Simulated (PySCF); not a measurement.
NaAl⁺: energy against distance

Set-up: PySCF, no relativity, basis sets Na cc-pVDZ, Al cc-pV(D+d)Z. Energies in eV from Na⁺ + Al in their ground configurations at the same level. State: ²Σ⁺ (doublet), unpaired electrons σ ↑.

| R (Å) | PBE0 |
| --- | --- |
| 2.916 | -0.8444 |
| 3.052 | -0.9193 |
| 3.188 | -0.9608 |
| 3.289 | -0.9755 |
| 3.391 | -0.9794 |
| 3.493 | -0.9750 |
| 3.628 | -0.9591 |
| 3.798 | -0.9279 |
| 4.001 | -0.8797 |
| 4.273 | -0.8065 |

Question: Put a parabola through the three lowest points of the PBE0 curve and estimate Re, k and ωe (reduced mass 12.41 u; 1 eV/Å² = 0.16022 mdyn/Å; ωe = 1302.8·√(k/μ) cm⁻¹).

Answer: Through R = 3.289, 3.391, 3.493 Å the second-order coefficient is 0.399 eV/Å², so Re ≈ 3.388 Å, k ≈ 0.128 mdyn/Å and ωe ≈ 132 cm⁻¹. A polynomial fit of higher order to the unrounded PBE0 energies gives Re = 3.384 Å, k = 0.132 mdyn/Å, ωe = 134 cm⁻¹; anharmonicity and rounding make the difference.

The higher-order fit for each curve: PBE0: Re = 3.384 Å, ωe = 134 cm⁻¹, De = 0.98 eV.

For an ion De counts to the pair picked by the measured ionisation energies or electron affinities, which need not be the lowest pair at this level. The state is the lowest determinant that a PBE0 search found; another state may lie lower at other levels.
